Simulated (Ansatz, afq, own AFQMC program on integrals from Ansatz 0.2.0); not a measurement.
# AlBH, doublet: AFQMC among the cluster methods

```xyz
3

B     0.0000   -0.1388    1.5159
Al    0.0000    0.0968   -0.5473
H     0.0000   -1.1027   -1.6081
```

Connectivity, by distances: B–AlH.

Basis 6-31G. Noble-gas cores (and the filled d shells of Ga–Kr and In–Xe) are frozen. Integrals, coupled cluster, full CI and functionals: Ansatz 0.2.0; the random walks run on the same integrals in our own AFQMC program. The CISD trial takes its coefficients from CCSD amplitudes. Released means that phaseless walkers are propagated on without the constraint, phases kept. Uncertainties: one standard error, sampling alone.

Determinant: UHF, the one that the program's search chose, which needn't be the lowest solution. The geometry is a point of a scan.

Full CI on the same integrals is exact in this basis and with this determinant's frozen core.

Cautions: strong correlation (T1 0.072, weight of the determinant 0.82, largest double 0.12); unrestricted determinant spin contaminated (⟨S²⟩ 1.66 against 0.75); the released energies have errors that jump between times, so the bars are unsure, so no released level is given (meV from the phaseless value at times in 1/Eh: 42 ± 48 at 0.24, -10 ± 3 at 0.51, -16.8 ± 2.2 at 0.99, -16 ± 6 at 1.62, -28.8 ± 1.8 at 2.40); the ph-AFQMC/CISD walk drifts between its halves (2.0 errors); the next higher spin lies close (full CI puts it 48 meV above).

The T1 diagnostic is 0.0722. The weight of the determinant in the CISD state is 0.818, the ⟨S²⟩ of the determinant is 1.663 and the size of the correlated space is 7 electrons in 18 orbitals.

Reference: full CI, correlation energy -2.263 eV. The cautions show a poor starting determinant, so the rows tell how each method copes with it here, and full CI is the sure value.

| level | E − E(reference) (mEh) | share of correlation (%) |
| --- | --- | --- |
| HF | 83.16 | 0.00 |
| MP2 | 36.33 | 56.32 |
| CCSD | 6.69 | 91.95 |
| CCSD(T) | 3.60 | 95.68 |
| CCSDT | 0.65 | 99.21 |
| CCSDT(Q) | 0.21 | 99.75 |
| CCSDTQ | 0.05 | 99.94 |
| ph-AFQMC/HF | 0.53 ± 0.53 | 99.36 |
| ph-AFQMC/CISD | 0.92 ± 0.09 | 98.90 |

CCSDT and higher add their correlation energy to the determinant of the CCSD(T) run, since their own runs factorise the integrals more tightly (a shift of under 2 meV). A walk keeps the symmetry of its determinant, which the program's search chose and which needn't be the lowest solution, so a lower state of the same spin and another symmetry isn't excluded.
